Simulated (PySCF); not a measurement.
# NaH₂⁻: bending curve

Level of theory: PBE0 in PySCF with Na def2-TZVPD, H def2-TZVPD; no relativity; density-fitted integrals.

Rigid scan from the singlet minimum (Na–H 2.065 Å (×2); H–Na–H 180.0°). Coordinate: the H–Na–H angle, bonds fixed. Energies in kJ/mol from the minimum.

| bond angle (°) | E (kJ/mol) | dipole size (D, about the centre of mass) |
| --- | --- | --- |
| 80 | 122.3 | 9.21 |
| 90 | 94.9 | 8.69 |
| 100 | 72.1 | 8.02 |
| 110 | 53.5 | 7.23 |
| 120 | 38.3 | 6.35 |
| 130 | 26.0 | 5.39 |
| 140 | 16.4 | 4.38 |
| 150 | 9.2 | 3.32 |
| 160 | 4.1 | 2.23 |
| 170 | 1.0 | 1.12 |
| 180 | 0.0 | 0.00 |
